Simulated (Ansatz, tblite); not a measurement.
**B(SiH3)3 (Si₃BH₉): a ladder of methods and basis sets**

Aim: run the singlet of B(SiH3)3 (Si₃BH₉) at one geometry on many levels, and compare frontier levels, spin and run time.

Program: Ansatz 0.2.0, Gaussian basis. Level of theory: as each input shows. These are calculated values, not measurements.

Plan: GFN1-xTB, GFN2-xTB, PBE-D4/def2-TZVP, r2SCAN-D4/def2-TZVP, ωB97M-V/def2-TZVP, B97M-V/def2-TZVP, BLYP-D4/def2-TZVP, HF/def2-TZVP, LC-ωPBE/def2-TZVP, B2PLYP/def2-TZVP, LDA/def2-TZVP, PBE-D4/def2-SVP, PBE0-D4/def2-SVP, HF/STO-3G, HF/6-31G, B3LYP-D4/6-31G, PBE0-D4/def2-TZVPD, PBE-D4/def2-TZVPD, r2SCAN-D4/def2-TZVPD, CCSD(T)/def2-TZVP, RPA/def2-TZVP.

### 1 The relaxed structure

The singlet was relaxed beforehand with r2SCAN-D4/def2-SVP.

13 atoms, charge 0, spin multiplicity 1.

Bond lengths: B1–Si2 2.009 Å, B1–Si6 2.009 Å, B1–Si10 2.009 Å, Si2–H3 1.496 Å, Si2–H4 1.502 Å, Si2–H5 1.501 Å, Si6–H7 1.500 Å, Si6–H8 1.496 Å, Si6–H9 1.503 Å, Si10–H11 1.496 Å, Si10–H12 1.501 Å, Si10–H13 1.502 Å. Angles: Si2–B1–Si6 120.1°, Si2–B1–Si10 119.9°, Si6–B1–Si10 120.0°, B1–Si2–H3 116.1°, B1–Si2–H4 108.1°, B1–Si2–H5 108.7°, H3–Si2–H4 108.2°, H3–Si2–H5 108.2°, H4–Si2–H5 107.1°, B1–Si6–H7 110.0°, B1–Si6–H8 116.1°, B1–Si6–H9 106.8°, H7–Si6–H8 108.4°, H7–Si6–H9 107.1°, H8–Si6–H9 108.0°, B1–Si10–H11 116.1°, B1–Si10–H12 109.6°, B1–Si10–H13 107.2° and more.

PBE0-D4/def2-TZVP was run before; its log isn't repeated, and its numbers join the tables.

### 2 GFN1-xTB

Tight binding, by tblite at 300 K electronic temperature and without a spin-polarisation term:

```python
tblite.interface.Calculator('GFN1-xTB', numbers, positions, charge=0, uhf=0).singlepoint()
```

Energy -320.8626 eV, HOMO -11.38 eV, LUMO -9.89 eV; 0.007 s.

### 3 GFN2-xTB

Tight binding, by tblite at 300 K electronic temperature and without a spin-polarisation term:

```python
tblite.interface.Calculator('GFN2-xTB', numbers, positions, charge=0, uhf=0).singlepoint()
```

Energy -297.6868 eV, HOMO -10.00 eV, LUMO -8.13 eV; 0.006 s.

### 4 PBE-D4/def2-TZVP

start.molden holds the orbitals of an earlier run on this state, given as this run's starting guess.

The input, in.yaml:

```yaml
crystal:
  periodic: [false, false, false]
  atoms:
    - {symbol: B, position_ang: [-0.000050, 0.001913, 0.010372]}
    - {symbol: Si, position_ang: [2.008454, 0.048788, -0.009688]}
    - {symbol: H, position_ang: [2.636814, 1.405002, 0.057682]}
    - {symbol: H, position_ang: [2.478043, -0.624286, -1.267066]}
    - {symbol: H, position_ang: [2.521296, -0.764019, 1.143147]}
    - {symbol: Si, position_ang: [-1.047326, 1.715972, 0.027258]}
    - {symbol: H, position_ang: [-0.534620, 2.620288, 1.108419]}
    - {symbol: H, position_ang: [-2.528934, 1.581438, 0.187675]}
    - {symbol: H, position_ang: [-0.781674, 2.399840, -1.283978]}
    - {symbol: Si, position_ang: [-0.960271, -1.762648, -0.004716]}
    - {symbol: H, position_ang: [-0.097007, -2.980880, -0.102879]}
    - {symbol: H, position_ang: [-1.945333, -1.790597, -1.136262]}
    - {symbol: H, position_ang: [-1.749382, -1.850791, 1.270037]}
basis:
  gaussian: {orbitals: def2-TZVP, initial_orbitals: start.molden}
hamiltonian: {xc: pbe, dispersion: d4}
scf: {omitted_lower_state_checks: [starts]}
output: {orbitals: {seedname: orbitals}}
```

Run with:

```console
ansatz run in.yaml --threads 2 --pin off --events-out ev --progress --plain --max-ram 20480MiB --backend cpu
```

The runs that follow: r2SCAN-D4/def2-TZVP; ωB97M-V/def2-TZVP; B97M-V/def2-TZVP; BLYP-D4/def2-TZVP; HF/def2-TZVP; LC-ωPBE/def2-TZVP; B2PLYP/def2-TZVP; LDA/def2-TZVP; PBE-D4/def2-SVP; PBE0-D4/def2-SVP; HF/STO-3G; HF/6-31G; B3LYP-D4/6-31G; PBE0-D4/def2-TZVPD; PBE-D4/def2-TZVPD; r2SCAN-D4/def2-TZVPD; CCSD(T)/def2-TZVP; RPA/def2-TZVP.

Before running them: what should the planned runs give, taken together? Wanted: gap in def2-TZVP, named functionals and Hartree-Fock, smallest and largest; correlation energy, CCSD(T)/def2-TZVP; binding an atom, CCSD(T)/def2-TZVP; PBE0 total energy, smallest basis above largest.

The runs gave:

| quantity | value |
| --- | --- |
| gap in def2-TZVP, named functionals and Hartree-Fock, smallest and largest | 2.64 eV (LDA), 11.13 eV (HF) |
| correlation energy, CCSD(T)/def2-TZVP | -15.17 eV |
| binding an atom, CCSD(T)/def2-TZVP | 2.903 eV |
| PBE0 total energy, smallest basis above largest | 8.97 eV (def2-SVP, def2-TZVPD) |

What this shows: Over the named functionals and Hartree-Fock in def2-TZVP the gap runs from 2.64 eV (LDA) to 11.13 eV (HF); exact exchange widens it. A small miss in a minimal or small basis is a cancelling of errors, not accuracy. The functionals in def2-TZVP miss CCSD(T)/def2-TZVP by +0.082 (LC-ωPBE) to +0.416 eV (LDA) an atom. CCSD(T)/def2-TZVP isn't at the basis-set limit; small misses against it rank nothing.
